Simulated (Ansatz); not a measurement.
**GaH₄⁺, triplet in cc-pVDZ: errors against full CI**

Geometry: a point of a stretch scan, not a stationary point.

```tsv
atom	x (Å)	y (Å)	z (Å)
Ga	0.0008	-0.0008	0.0017
H	0.6533	0.6633	1.3556
H	-0.6617	-0.6549	1.3556
H	-0.7133	0.7116	-1.4818
H	0.6649	-0.6633	-1.3473
```

Basis cc-pVDZ; Ansatz 0.2.0. Only valence electrons are correlated (noble-gas cores and the filled d shells of p-block atoms frozen), which leaves 6 electrons in 33 orbitals. R marks a restricted (for open shells ROHF) determinant, U an unrestricted one. Active spaces: pair = (4e, 4o) about the gap; valence = (6e, 8o) chosen from the atoms' valence shells. No spin–orbit coupling is included, and no scalar relativity.

Full CI is exact within this basis and frozen core; it isn't the basis-set limit. The frozen core follows each run's orbitals, which can shift R against U totals by a few meV for light atoms and by up to 0.1 eV past Ca.

```
UHF ⟨S²⟩                          : 2.048
T1 diagnostic (RCCSD)             : 0.0423
largest doubles amplitude (RCCSD) : 0.050
```

```
                   level  E − E(full CI) (kcal/mol)  share of correlation (%)  wall time
                     RHF                      66.10                      0.00          –
                    RMP2                      18.08                     72.65          –
                   RCCSD                       1.82                     97.25          –
                RCCSD(T)                       0.56                     99.15      1.8 s
                 BCCD(T)                       0.54                     99.18      1.2 s
                  RCCSDT                       0.05                     99.93          –
               RCCSDT(Q)                       0.02                     99.96      5.5 s
     CASSCF (pair space)                      53.08                     19.69          –
     NEVPT2 (pair space)                      14.78                     77.64     0.99 s
     MRCISD (pair space)                       2.83                     95.71          –
   MRCISD+Q (pair space)                      -0.35                    100.53      1.2 s
  CASSCF (valence space)                      27.22                     58.82          –
  NEVPT2 (valence space)                       7.84                     88.13      2.5 s
  MRCISD (valence space)                       0.73                     98.90          –
MRCISD+Q (valence space)                       0.06                     99.90      3.2 s
```

The correlation energy at full CI, counted from RHF, is -2.866 eV. That run took 69 s on 1 thread of INTEL XEON PLATINUM 8581C, shared host over 14,883,000 determinants.

Run but not shown, since their state, orbitals or frozen core can't be matched to the reference's or they repeat it: UHF, UMP2, UCCSD, UCCSD(T), UCCSDT, UCCSDT(Q).

Times hold each run's SCF and search for its determinant on a shared host, so for small cases they say little of a method's own cost; they ran on 1 thread of INTEL XEON PLATINUM 8581C. Some runs computed forces too.

Not variational, and here over 5 meV under the exact energy: MRCISD+Q (pair space).

The full-CI state has the irrep A'' of Cs, in the program's axes.

Natural occupations of full CI about the gap: 1.951 1.923 0.996 0.996 0.045 0.018 0.017 0.017 0.006 0.005; effectively unpaired electrons, Σ n²(2−n)², 2.04.
